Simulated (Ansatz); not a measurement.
A made-up structure of CHCl2, doublet:

```xyz
4
angstrom
Cl -1.4797 0.2880 -0.5718
C 0.1376 0.0742 -0.1305
Cl 0.5983 -1.3209 0.7047
H -2.7950 0.3585 -0.3880
```

It is relaxed with PBE-D4/def2-SVP and then PBE0-D4/def2-TZVP (Ansatz 0.2.0). Atoms count as bonded within 1.22 times the sum of their covalent radii (H–H: 0.88 Å). The end point is not checked to be a true minimum.

Q: Does its bonding change? (Judge from chemistry; the calculation decides.)

A: By the calculation: Yes. Formed: C2–H4; broken: Cl1–H4.

Where it ends: The first stage lowers the energy by 4.38 eV in 33 steps. It ends as CHCl₂ ([Cl][CH][Cl]):
Cl1  (-1.730, -0.009, -1.462)
C2  (-0.853, 0.035, -0.018)
Cl3  (0.378, -1.092, 0.246)
H4  (-1.334, 0.466, 0.848)
(Å)

Labels in which every atom is bracketed show which atoms are joined, not bond orders.

For scale, one of the runs: PBE0-D4/def2-TZVP relaxation, 111 basis functions, launched by `ansatz run in.yaml --threads 2 --pin off --events-out ev --progress --plain --max-ram 4352MiB`. Hardware: 2 CPU threads of an Arm Neoverse V2, shared host. Wall time about 10 s.
